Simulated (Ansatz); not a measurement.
Process, species as SMILES: C=CCl → C=[C-]Cl + H+
B3LYP-D3(BJ)/def2-TZVP geometries, fixed; electronic energies without zero-point terms.

Effect of a fitting basis named in the input at MP2/def2-TZVPP with Ansatz (a quantum-chemistry and plane-wave program), against the last row, where the deprotonation energy is 394.85 kcal/mol. Cores are frozen. The proton leaves the site shown, which need not be the most acidic. The default fits or decomposes integrals by the program's own choice; accuracy: high also tightens integrals, grids and stops.

```csv
setting,largest shift of a total energy (mEh),shift of the deprotonation energy (kcal/mol)
fitting: def2-universal-jkfit and def2-SVP-RIFIT,-3.896,-0.355
fitting: def2-universal-jkfit and cc-pVDZ-RIFIT,-3.152,-0.451
fitting: def2-universal-jkfit and cc-pVTZ-RIFIT,0.238,0.019
fitting: def2-universal-jkfit and aug-cc-pVTZ-RIFIT,0.205,0.014
fitting: def2-universal-jkfit and cc-pVQZ-RIFIT,0.201,0.023
fitting: def2-universal-jkfit and aug-cc-pVQZ-RIFIT,0.184,0.021
accuracy: high,-0.004,-0.001
accuracy: medium (default),0.000,0.000
```

Within 0.02 kcal/mol in the deprotonation energy: fitting: def2-universal-jkfit and cc-pVTZ-RIFIT; fitting: def2-universal-jkfit and aug-cc-pVTZ-RIFIT; accuracy: high. The largest shift is 3.896 mEh in a total energy and 0.451 kcal/mol in the difference.
